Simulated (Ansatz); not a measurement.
C5H8 can be A, `C=C1CC1C`, or B, `CC=C1CC1`.

Computed with Ansatz on PBE0-D4/def2-TZVP structures; ΔE is electronic, products minus reactants. CCSD(T)/CBS is the MP2 limit (def2-TZVPP, def2-QZVPP) plus CCSD(T) − MP2 in def2-TZVPP, frozen cores. DFT in def2-TZVPP. B3LYP here is the variant with VWN-RPA as its local correlation; programs differ in this.

(1) Which is lower in electronic energy at CCSD(T)/CBS, and by how much? (Estimate.)

(2) Give E(B) − E(A) in kcal/mol with MP2/def2-TZVPP, CCSD/def2-TZVPP, B3LYP-D4, CCSD(T)/def2-TZVPP, ωB97M-V, PBE-D4, r2SCAN-D4. (An estimate is asked.)

Largest T1 diagnostic: 0.010.

Answers

(1) Computed: B, by 0.5 kcal/mol.

(2) The calculation gave: MP2/def2-TZVPP -0.6, CCSD/def2-TZVPP -0.6, B3LYP-D4 -1.0, CCSD(T)/def2-TZVPP -0.5, ωB97M-V -0.8, PBE-D4 -1.3, r2SCAN-D4 -1.2. None reverses the order clearly.
